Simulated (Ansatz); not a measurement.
Cartesian coordinates in Å:
```
C 0.426 -2.093 0.755
C 0.292 -0.775 0.786
C -0.107 0.084 -0.371
C -1.413 0.813 -0.073
C 1.002 1.078 -0.707
H 0.719 -2.657 1.634
H 0.248 -2.658 -0.155
H 0.480 -0.244 1.720
H -0.263 -0.568 -1.238
H -1.711 1.441 -0.917
H -2.222 0.109 0.134
H -1.303 1.463 0.802
H 1.201 1.738 0.143
H 0.718 1.706 -1.556
H 1.933 0.564 -0.957
```

Total charge 0; spin multiplicity 1.

Q: List the ωB97M-V/def2-TZVPP orbital energies in eV (Ansatz). (An estimate is asked.)

A: The calculation gave: Occupied: -281.57, -281.40, -281.11, -281.07, -281.07, -25.63, -23.41, -21.85, -19.58, -18.04, -15.55, -15.27, -14.31, -14.02, -13.20, -13.00, -12.03, -11.68, -11.44, -9.65. Lowest empty: 2.50, 2.83, 3.46, 3.85, 4.09, 4.51, 4.64, 5.06.
